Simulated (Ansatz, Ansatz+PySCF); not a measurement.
```xyz
2

Si    0.0000    0.0000   -0.1027
H     0.0000    0.0000    1.4379
```

Basis set: cc-pVTZ (spherical functions). Correlated methods keep 5 orbitals frozen. Charge 0, multiplicity 2.

Computed with Ansatz (development build ahead of 0.2.0); each method stands on the lowest determinant of its kind that the runs found.

The atomization energy at this shape (free ground-state atoms in the same class of orbitals less the molecule, no zero-point energy) of doublet SiH:

```tsv
method	atomization energy
UHF-MP2	2.90 eV
```

(1) What does UHF give?

## Answers

(1) 2.25 eV.
